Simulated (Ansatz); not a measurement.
Solid iodine was calculated with PBE0-D4 (Ansatz, a quantum-chemistry and plane-wave program, plane waves, PAW).

Run with plane-wave cutoff 500 eV, 4×4×2 k mesh (along the axes of the cell as run), gaussian smearing 0.02 eV, scalar-relativistic PAW data made under PBE.

Computed at the level's own relaxed cell.

Question: Estimate the volume per atom, equilibrium lattice constant a, lattice parameter b and c axis length that the calculation returns.

Answer: 
volume per atom: 39.83 Å³/atom
equilibrium lattice constant a: 7.182 Å
lattice parameter b: 4.565 Å
c axis length: 9.720 Å

Spin–orbit coupling is not included.

Computed values are for the static lattice.
